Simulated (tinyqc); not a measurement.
Inside a calculation (part 2 of 2). Method: coupled-perturbed Hartree-Fock on RHF in the sto-3g basis, for H2O, spin multiplicity 1. Computed by tinyqc, a small Python program that keeps every step (integrals from PySCF). Command: `OMP_NUM_THREADS=1 python tinyqc.py 23129 23130 out.jsonl` (the two numbers bound the seeds that draw the settings). One thread of a shared host (Intel(R) Xeon(R) Processor @ 2.60GHz), about 0.1 s of CPU time with the checks.

Geometry (angstrom):

| atom | x | y | z |
|---|---|---|---|
| O | 0.000000 | 0.000000 | 0.000000 |
| H | 0.000000 | 0.957000 | 0.674000 |
| H | 0.000000 | -0.957000 | 0.674000 |

## Coupled polarisability

Repeat until U stops changing; compare with -d2E/dF2.

Course of the coupled iterations:

| step | alpha (bohr^3) |
|---|---|
| 0 | 3.472491 |
| 1 | 2.955647 |
| 2 | 3.152076 |
| 3 | 3.135177 |
| 4 | 3.149356 |
| 5 | 3.150574 |
| 6 | 3.152319 |
| 7 | 3.152898 |
| 8 | 3.153249 |
| 9 | 3.153411 |
| 10 | 3.153497 |
| 11 | 3.153540 |
| ... | ... |
| 14 | 3.153579 |
| 15 | 3.153582 |
| 16 | 3.153583 |
| 17 | 3.153584 |
| 18 | 3.153584 |
| 19 | 3.153585 |
| 20 | 3.153585 |
| 21 | 3.153585 |
| 22 | 3.153585 |
| 23 | 3.153585 |
| 24 | 3.153585 |
| 25 | 3.153585 |

coupled polarisability = 3.153585 bohr^3

finite-field check, fields of +/-0.001 au = 3.153586 bohr^3
